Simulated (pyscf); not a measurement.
# Four-centre exchange: HO–Zn–Cl + H₂Se → HO–Zn–SeH + HCl

Gas phase, singlet surface, charge 0. Bonds broken: Zn2–Cl3, Se5–H6. Bonds formed: Zn2–Se5, Cl3–H6. Single points on ωB97X-D3(BJ)/def2-SVP structures (PySCF, gas phase).

Transition state (Å):

```xyz
7

O     -2.2437     1.0135     1.3331
Zn    -1.1580     0.2201     0.1551
Cl    -0.9328    -2.1131    -0.2428
H     -2.1996     1.9754     1.3194
Se     0.5721     0.3943    -1.5665
H      0.0171    -1.2460    -1.1342
H      1.6400     0.3647    -0.5598
```

One imaginary mode, 745i cm⁻¹; descent along it reached the two sides named, in the forms told below.

| bond | change | reactant side (Å) | saddle | product side |
|---|---|---|---|---|
| Zn2–Cl3 | breaks | 2.145 | 2.378 | 2.7 |
| Se5–H6 | breaks | 1.466 | 1.785 | 2.7 |
| Zn2–Se5 | forms | 2.7 | 2.447 | 2.312 |
| Cl3–H6 | forms | 2.8 | 1.565 | 1.298 |

Electronic energies relative to the separated reactants (kcal/mol):

```
level                   barrier  reaction energy  reverse barrier
----------------------  -------  ---------------  ---------------
ωB97X-D3(BJ)/def2-TZVP      3.7             +3.2              0.5
PBE/def2-TZVP               1.7             +3.3             -1.6
r²SCAN/def2-TZVP            1.9             +4.3             -2.4
B3LYP-D3(BJ)/def2-TZVP      5.1             +4.2              0.9
PBE0-D3(BJ)/def2-TZVP       2.3             +3.6             -1.4
M06-2X/def2-TZVP            4.2             +4.4             -0.2
ωB97M-D3(BJ)/def2-TZVP      8.2             +4.7              3.6
HF/def2-TZVP               23.0             +7.7             15.3
```

With ωB97M-D3(BJ)/def2-TZVP energies and thermal terms (ideal gas, 1 atm, RRHO with modes under 100 cm⁻¹ raised to 100, one conformer, R ln 2 for chiral ones without a mode under 150 cm⁻¹), in kcal/mol:

```csv
T (K),ΔH‡,ΔG‡,ΔH,ΔG
298,7.0,17.4,+5.0,+5.0
600,7.7,27.8,+5.5,+4.8
900,8.5,37.6,+5.9,+4.4
1200,9.4,47.2,+6.2,+3.8
```

On the reactant side the descent ends in an adduct with a Se–Zn contact, 10.9 kcal/mol under the separated species and 14.6 kcal/mol under the saddle at ωB97X-D3(BJ)/def2-TZVP. On the product side the descent ends in a complex, 6.3 kcal/mol under the separated species and 6.8 kcal/mol under the saddle at ωB97X-D3(BJ)/def2-TZVP. At PBE, r²SCAN, PBE0-D3(BJ), M06-2X the saddle lies under the separated products, which points to a path from their complex (located at ωB97X-D3(BJ) alone), and parting the products costs more than the saddle. What is counted as formed (Se–Zn) is already present as a longer contact in the reactant adduct; forming that adduct is a step of its own. This is the saddle that the search found; another between the same sides may lie lower. Elements up to Kr have no core potential and no relativistic terms here.
